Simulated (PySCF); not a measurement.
Compound: chlorothioborine, BClS.
Structure used (PBE0-D3(BJ)/def2-SVP), in Å, numbered top down from 1:
```xyz
3
BClS angstrom
S     -1.629    0.167   -0.013
B     -0.017    0.103   -0.008
Cl     1.669    0.035   -0.004
```

The calculation used core-valence-separated Tamm–Dancoff BHandHLYP/aug-pcX-1 (def2-SVPD on Cl, def2-SVPD on S) in PySCF, non-relativistic, gas phase, PBE0-D3(BJ)/def2-SVP geometry. No shift to experiment was applied.

The lowest roots of each edge with f over 0.003 (five at most, numbered afresh; weaker and dark ones are left out), with transition dipoles (au) in the frame of the coordinates:

| root | edge | E (eV) | f | μx | μy | μz |
| --- | --- | --- | --- | --- | --- | --- |
| 1 | B | 189.09 | 0.0884 | 0.0055 | 0.1358 | -0.0244 |
| 2 | B | 189.09 | 0.0884 | 0.0006 | 0.0244 | 0.1360 |
| 3 | B | 192.02 | 0.0114 | 0.0492 | -0.0020 | 0.0002 |
| 4 | B | 194.20 | 0.0082 | 0.0415 | -0.0017 | 0.0002 |

What is the unit vector of the molecular axis, and which share of each root's |μ|² lies along it?

(1.00, -0.04, 0.00), up to sign.

```json
{"root": "1", "core hole on": "B2", "share along it": "0.00", "final orbital": "π"}
{"root": "2", "core hole on": "B2", "share along it": "0.00", "final orbital": "π"}
{"root": "3", "core hole on": "B2", "share along it": "1.00", "final orbital": "σ"}
{"root": "4", "core hole on": "B2", "share along it": "1.00", "final orbital": "σ"}
```

The 1s orbitals are σ, so light polarised along the axis reaches σ orbitals and light across it π orbitals.

For fixed molecules, how does the intensity of root 3 change when the electric field is turned 70° away from the molecular axis?

Intensity goes as (E·μ)², and μ lies along that direction, so it falls to cos²70° = 0.12 of its maximum; it vanishes at 90°.

Molecules are fixed in this frame and the field points along z. What effective strengths 3 f cos²θ do the roots have (θ between field and μ)?

root 1 (B2): 0.008, root 2 (B2): 0.257, root 3 (B2): 0.000, root 4 (B2): 0.000. Root 2 is the strongest. Averaged over all orientations cos²θ is 1/3, which gives f back. For degenerate partners only the sum has meaning, as the program may mix them freely.

Rough CPU time on one thread of a shared machine: about 2.9 s.
